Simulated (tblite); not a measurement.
Species: C₄H₃N₂ (doublet state).
Atom-mapped SMILES: `[N:1]#[C:2][CH2:3][C:4]1[CH:5]=[N:6]1` (hydrogens: H7, H8 on C3; H9 on C5)

The geometry is computed with GFN2-xTB (gas phase). This method treats the open shell by occupation alone, without spin polarisation.

Task: What internal coordinates does the optimisation give?

Result: 
```csv
bond,length (Å)
N1≡C2,1.142
C2–C3,1.445
C3–C4,1.464
C4–C5,1.314
C5=N6,1.461
C4–N6,1.386
"C3–H7, C3–H8",1.097
C5–H9,1.056
```

Bonds in one row agree within 0.01 Å and their mean is given. A selection of angles:
```csv
angle,degrees
N1–C2–C3,179.2
C2–C3–C4,111.3
C2–C3–H7,109.8
C4–C3–H7,109.1
H7–C3–H8,107.6
C3–C4–C5,153.1
C3–C4–N6,141.5
C5–C4–N6,65.4
C4–C5–N6,59.7
C4–C5–H9,158.2
N6–C5–H9,142.1
C4–N6–C5,54.9
```

Dihedral angles: C2–C3–C4–C5 0° (synperiplanar); C3–C4–C5–N6 180° (antiperiplanar); C3–C4–N6–C5 180° (antiperiplanar).

The 3 C–N bonds span 1.142 Å (N1≡C2, drawn triple in a drawing that doesn't fit all lengths) to 1.461 Å (C5=N6, drawn double in a drawing that doesn't fit all lengths), a spread of 0.319 Å. The C–C distances run from 1.314 Å (C4–C5, drawn single in a drawing that doesn't fit all lengths) to 1.464 Å (C3–C4, drawn single in a drawing that doesn't fit all lengths), a spread of 0.150 Å. C5 (carbon bonded to C, N and H) has angles 158.2°, 142.1° and 59.7°. The 3-membered ring C4–C5–N6 has internal angles of 54.9° to 65.4°. The 6 heavy atoms lie in one plane (0.001 Å rms). C4 (carbon bonded to 2 C and N) has angles 153.1°, 141.5° and 65.4°, sum 360.0°, 0.00 Å off the plane of its three neighbours.

Point group: Cs (tolerance 0.08 Å). Its GFN2-xTB frequencies are all real (lowest 48 cm⁻¹).

One conformer stands for the species.
